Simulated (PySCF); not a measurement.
Stepwise substitution at one centre (B H-Cl). Gas-phase values, no solvent. Strings in code marks are SMILES.

These are PBE-D3(BJ)/def2-TZVP // CAM-B3LYP-D3(BJ)/def2-TZVP in PySCF values and carry that method's errors. Excitations are Tamm–Dancoff values on a coarser integration grid. The basis has no diffuse functions, so Rydberg states are missing or too high.

```
species                                S1–T1 gap (TDA) (eV)  dipole moment (D)  T1 excitation (TDA) (eV)  LUMO (eV)  HOMO (eV)
-------------------------------------  --------------------  -----------------  ------------------------  ---------  ---------
0 of 3 H replaced by Cl                                   –               0.00                         –      -3.04      -8.48
1 of 3 H replaced by Cl (`BCl`)                        0.41               0.38                      4.16      -2.83      -7.27
2 of 3 H replaced by Cl                                0.39               0.33                      4.90      -2.69      -7.83
3 of 3 H replaced by Cl (`ClB(Cl)Cl`)                  0.19               0.00                      4.93      -2.61      -7.65
```
